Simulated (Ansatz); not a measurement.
## Ansatz (development build ahead of 0.2.0) run

```yaml
crystal:
  periodic: [false, false, false]
  atoms:
    - { symbol: C, position_ang: [0.00951, -0.02211, -0.80339] }
    - { symbol: C, position_ang: [0.03304, -0.02206, 0.78992] }
    - { symbol: H, position_ang: [-0.0065, -0.97485, -1.15836] }
    - { symbol: H, position_ang: [-0.89276, 0.51549, -1.11559] }
    - { symbol: H, position_ang: [0.88134, 0.56121, -1.17194] }
    - { symbol: H, position_ang: [-0.01466, 1.02776, 1.21276] }
    - { symbol: H, position_ang: [-0.93131, -0.50945, 1.1877] }
    - { symbol: H, position_ang: [0.89811, -0.56007, 1.15743] }
basis:
  gaussian: { orbitals: cc-pVDZ }
hamiltonian:
  xc: hf
correlation:
  method: mp2
  frozen_orbitals: { C: 1, H: 0 }
```

The input is written out in the form of the current development build from the run's settings.

The run gave:

```yaml
Converged: yes
Reference_energy: -79.22348 hartree
Correlation_energy: -0.30321 hartree
Total_energy: -79.52669 hartree
Spin_squared_of_the_determinant: 0.000
```
